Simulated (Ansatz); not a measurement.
**BCl (SMILES [B]Cl) at SVWN5/STO-3G**

Aim: the vertical electron affinity of BCl at SVWN5/STO-3G, from 2 runs. 

The results are computed with Ansatz 0.2.0.

40 further runs of the same task are left out: 1 that didn't finish, 39 set aside as unsound or not needed.

## 1. The system as given

The species is BCl (2 atoms), meant as a singlet with charge 0. As SMILES, `[B]Cl`. The shape is that of a PBE0-D4/def2-TZVP optimisation.

Bond lengths: B1–Cl2 1.718 Å.

## 2. The energy at SVWN5/STO-3G

Contents of job.yaml:

```yaml
crystal:
  periodic: [false, false, false]
  atoms:
    - {symbol: B, position_ang: [-0.000000, -0.000000, -0.069660]}
    - {symbol: Cl, position_ang: [0.000000, 0.000000, 1.648190]}
basis:
  gaussian: {orbitals: STO-3G}
hamiltonian: {xc: {name: SVWN5}}
accuracy: high
```

The run is started by

```bash
ansatz run job.yaml --threads 1 --pin off --max-ram 3480MiB --events-out events.jsonl --progress --plain --runs-dir runs
```

The program printed:

```text
Warning: RAYON_NUM_THREADS=1 ignored (pool sized by the plan → 1); use --threads N
Functional definition: SVWN5
  name "SVWN5"
  exchange = slater_x
  correlation = vwn5_c
224 factors; integrals over basis functions are off by at most 2.1e-8 eV
mean field evaluation 1: about -13001.0894 eV, gradient 8.2e0 eV
mean field evaluation 2: about -13000.9468 eV, gradient 1.2e1 eV
mean field evaluation 4: about -13001.4789 eV, gradient 2.1e-1 eV
mean field evaluation 8: about -13001.4698 eV, gradient 6.8e-4 eV
mean field evaluation 16: about -13001.4698 eV, gradient 6.2e-9 eV
mean field -13001.46980521 eV, -477.7952026286 hartree, gradient 6.2e-9 eV, S^2 0.000000; 0 other end points of the search recorded, 0 dependent functions left out
reference -13001.46980654 eV, -477.7952026776 hartree; 11, 11 occupied and 3, 3 virtual orbitals, 224 factors
Total energy: -13001.46980654 eV, -477.7952026776 hartree
```

It took 0.24 s on 1 thread of Intel Xeon Platinum 8488C (Sapphire Rapids), shared host.

## 3. The doublet anion, same level

Contents of run.yaml:

```yaml
crystal:
  periodic: [false, false, false]
  atoms:
    - symbol: B
      position_ang: [-0.000000, -0.000000, -0.069660]
    - symbol: Cl
      position_ang: [0.000000, 0.000000, 1.648190]
basis:
  gaussian:
    orbitals: STO-3G
total_charge: -1
magnetization:
  spin_polarized: true
  initial_magnetization: 1
hamiltonian:
  xc: {name: SVWN5}
accuracy: high
```

The run is started by

```bash
ansatz run run.yaml --threads 1 --pin off --max-ram 3480MiB --events-out events.jsonl --progress --plain --runs-dir runs
```

The program printed:

```text
Warning: RAYON_NUM_THREADS=1 ignored (pool sized by the plan → 1); use --threads N
[... 4 set-up lines as earlier in the session ...]
224 factors; integrals over basis functions are off by at most 2.1e-8 eV
mean field evaluation 1: about -12993.5695 eV, gradient 1.6e1 eV
mean field evaluation 2: about -12994.4589 eV, gradient 1.1e1 eV
mean field evaluation 4: about -12995.7659 eV, gradient 6.6e-1 eV
mean field evaluation 8: about -12995.7727 eV, gradient 1.2e-1 eV
mean field evaluation 16: about -12995.7730 eV, gradient 4.3e-9 eV
mean field evaluation 32: about -12995.7730 eV, gradient 1.6e-5 eV
mean field -12995.77303326 eV, -477.5858501211 hartree, gradient 5.1e-9 eV, S^2 0.750894; 2 other end points of the search recorded, 0 dependent functions left out
reference -12995.77303455 eV, -477.5858501682 hartree; 12, 11 occupied and 2, 3 virtual orbitals, 224 factors
Total energy: -12995.77303455 eV, -477.5858501682 hartree
```

Run time: 0.58 s. Hardware: 1 thread of Intel Xeon Platinum 8488C (Sapphire Rapids), shared host.

## 4. Summary of results

At SVWN5/STO-3G:

| quantity | value |
| --- | --- |
| singlet BCl: total energy | -477.79520 Eh |
| doublet anion: total energy | -477.58585 Eh |
| doublet anion: ⟨S²⟩ | 0.751 |
| vertical electron affinity (to the doublet anion) | -5.697 eV |

What this shows: The anion lies 5.70 eV (550 kJ/mol) above the neutral: the electron isn't bound at this level, and such a value depends on the basis. Without diffuse functions anions come out too high. In a minimal basis such a difference can be off by several eV, whatever the method.
